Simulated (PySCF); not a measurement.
**Ionisation energy of Mg by level of theory**

Mg [Ne] 3s2 (1S) → Mg⁺ [Ne] 3s1 (2S), as a difference of total energies. Calculation: PySCF 2.14, in cc-pVTZ (5s4p2d1f, 34 functions); no relativity, point nucleus. Correlated levels: valence: [Ne] frozen. The calculations carry no spin-orbit coupling.

| method | ionisation energy (eV) |
| --- | --- |
| UHF | 6.607 |
| M06-L | 7.509 |
| r2SCAN | 7.367 |
| MP2 (valence) | 7.248 |
| SCS-MP2 (valence) | 7.376 |
| CCSD (valence) | 7.525 |

Q: How much does correlation contribute at MP2 (valence)?

A: 7.248 − (6.607) = 0.641 eV, measured against UHF.

Errors of the correlated levels include the incompleteness of this basis and the frozen core.

With two correlated electrons CCSD is exact in that space.

For comparison: 7.646 eV (measured; NIST Atomic Spectra Database, ionization energies).
